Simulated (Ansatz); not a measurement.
Tetradymite Bi2Se3 was calculated with r²SCAN (PAW; Ansatz, a program for electronic structure).

Settings: plane-wave cutoff 560 eV, 10×10×10 k mesh, Fermi–Dirac smearing 0.01 eV, scalar-relativistic PAW data made under PBE.

The volume scan:

| V (Å³/atom) | E − E_lowest (meV/atom) | P (GPa) |
|---|---|---|
| 29.026 | 3.51 | 1.028 |
| 29.631 | 0.80 | 0.440 |
| 30.236 | 0.00 | 0.009 |
| 30.841 | 0.54 | -0.277 |
| 31.445 | 1.90 | -0.434 |

Question: Estimate the bulk modulus and its pressure derivative from these points.

Answer: V0 = 30.255 Å³/atom, B0 = 17.3 GPa, B′ = 19.5 (fit to the energies at full precision).

Shape and atoms are relaxed at each volume.

Note: for a layered or molecular solid the relaxed cell lies over 5 % above the published volume, where the minimum can be shallow; the cell comes from a level without a dispersion term, which matters for the spacing of layers, chains or molecules; the bulk modulus comes from volumes at which shape and atoms were relaxed.

Spin–orbit coupling is not included; it can shift volumes and moduli of such heavy elements.

Computed values are for the static lattice.

It cost about 60 core-minutes (a rough figure) of CPU time.
